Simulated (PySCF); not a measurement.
## Al2H, quartet in 6-31G: errors against full CI

Geometry: a point of a stretch scan, not a stationary point.

```json
{"atom": "Al", "x (Å)": "0.0000", "y (Å)": "0.0000", "z (Å)": "-0.0595"}
{"atom": "Al", "x (Å)": "0.0000", "y (Å)": "0.0000", "z (Å)": "-2.4199"}
{"atom": "H", "x (Å)": "0.0000", "y (Å)": "0.0000", "z (Å)": "2.4795"}
```

Basis 6-31G; PySCF 2.14.0. Only valence electrons are correlated (noble-gas cores frozen), which leaves 7 electrons in 18 orbitals. R marks a restricted (for open shells ROHF) determinant, U an unrestricted one.

Full CI is exact within this basis and frozen core; it isn't the basis-set limit. The frozen core follows each run's orbitals, which can shift R against U totals by a few meV.

Unrestricted rows (U) aren't spin-pure: their determinants' ⟨S²⟩ exceeds S(S+1) by up to 0.41, so they mix in states of higher spin.

```
UHF ⟨S²⟩                          : 4.155
T1 diagnostic (ROHF- or RHF-based CCSD)             : 0.1126
largest doubles amplitude (ROHF- or RHF-based CCSD) : 0.182
T1 diagnostic (UCCSD)             : 0.0732
```

```tsv
level	E − E(RHF) (eV)
UHF	-0.5848
RMP2	-1.7691
UMP2	-1.7944
RCCSD	-2.6528
UCCSD	-2.6799
RCCSD(T)	-2.7797
UCCSD(T)	-2.7737
```

(1) Estimate how far full CI in 6-31G lies from RCCSD(T). The table doesn't fix it; the size of (T) and the diagnostics are the guide.

(1) Full CI in 6-31G lies 6.5 kJ/mol below RCCSD(T), which is 53 % of the (T) step (-12.3 kJ/mol). T1 is very large, a doubles amplitude is large, and the rest is a large part of (T). The miss exceeds 1 kcal/mol.

The other levels:

```json
{"level": "RCCSDT", "E − E(full CI) (kJ/mol)": "2.0", "share of correlation (%)": "99.27", "wall time": "5.8 s"}
{"level": "UCCSDT", "E − E(full CI) (kJ/mol)": "1.6", "share of correlation (%)": "99.42", "wall time": "6.2 s"}
```

The correlation energy at full CI, counted from RHF, is -2.847 eV. The search over symmetries took 34 s on 1 thread of Intel Xeon, shared host; the state has 331,072 determinants.

Times are those of the correlated step on a shared host, with one SCF added for the restricted CCSD run; they ran on 1 thread of Intel Xeon.

The full-CI state has the irrep A2 of C2v, in the program's axes (one component, if the state is degenerate).

Natural occupations of full CI about the gap: 1.940 1.793 1.004 0.969 0.969 0.175 0.051 0.051 0.019 0.008; effectively unpaired electrons, Σ n²(2−n)², 3.27.
